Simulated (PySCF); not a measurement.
# Computed spin Hamiltonian

C2H (doublet state).
Numbering: `[C:1]#[CH:2]` (hydrogens: H3 on C2)

Method used: PySCF 2.14.0, UKS B3LYP, IGLO-III on C, pcH-1 on H, non-relativistic, mean-field spin-orbit, GIAO. Isolated species at its PBE0-D3(BJ)/def2-SVP geometry, gas phase. ⟨S²⟩ is 0.774 where a pure state has 0.75.

```json
{"g1, g2, g3": "2.00217, 2.00255, 2.00255", "g_iso": "2.00242", "Form of g": "axial", "⟨S²⟩": "0.7739 (exact 0.7500)", "α and β electrons": "7, 6"}
```

Isotropic coupling and dipolar principal values T1 to T3, in 10⁻⁴ cm⁻¹; ρ(0) is the spin density at the nucleus (1 × 10⁻⁴ cm⁻¹ = 2.998 MHz):

| atom | isotope | a_iso | T1 | T2 | T3 | Mulliken spin population | ρ(0) (bohr⁻³) |
| --- | --- | --- | --- | --- | --- | --- | --- |
| C1 | 13C | 359.6 | -17.0 | -17.0 | 33.9 | 1.11 | 0.9590 |
| C2 | 13C | 74.4 | -8.4 | -8.4 | 16.8 | -0.14 | 0.1984 |
| H3 | 1H | 19.9 | -0.9 | -0.9 | 1.8 | 0.03 | 0.0133 |

The largest Mulliken spin populations are on C1 (+1.11) and C2 (-0.14). C1 is the only atom above +0.15.

Axes: g1 lies along the molecular axis.

Under fast tumbling the dipolar parts average out, and these isotropic splittings remain: 1 × 1H (H3, I = 1/2, 2 lines) with 2.13 mT.

The 13C coupling of C1 (1078.1 MHz) shows only in satellite lines or after enrichment, since that isotope makes up about 1.07 % of natural carbon.
